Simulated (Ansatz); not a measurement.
C$_{3}$H$_{3}$F$_{3}$, SMILES `C=C(F)C(F)F`. The species carries charge 0 and has multiplicity 1.

```xyz
9

C     1.191   -0.026    0.773
C    -0.063    0.240    0.475
F    -0.887    0.860    1.326
C    -0.767   -0.064   -0.812
F     0.088   -0.615   -1.698
F    -1.769   -0.950   -0.590
H     1.816   -0.524    0.047
H     1.601    0.246    1.736
H    -1.209    0.834   -1.258
```

List the harmonic frequencies (cm⁻¹, unscaled) at PBE0-D4/def2-TZVP in Ansatz. (Estimate.)

The calculation gave: 75, 232, 300, 415, 493, 565, 686, 761, 916, 939, 964, 1124, 1162, 1280, 1373, 1403, 1437, 1774, 3074, 3198, 3299.

Is this a minimum?

Yes, all 21 modes are real.

Give the ideal-gas thermochemistry at 298.15 K and 1 bar (rigid rotor, harmonic oscillator; point group C1, symmetry number 1).

Zero-point energy 152.3 kJ/mol; H(298) − E = 169.7 kJ/mol; entropy 321.0 J/(mol·K), of which translation 165.8, rotation 111.2, vibration 44.0; G(298) − E = 74.0 kJ/mol. Modes under 100 cm⁻¹ are hindered rotations or soft bends, so the harmonic entropy is rough.
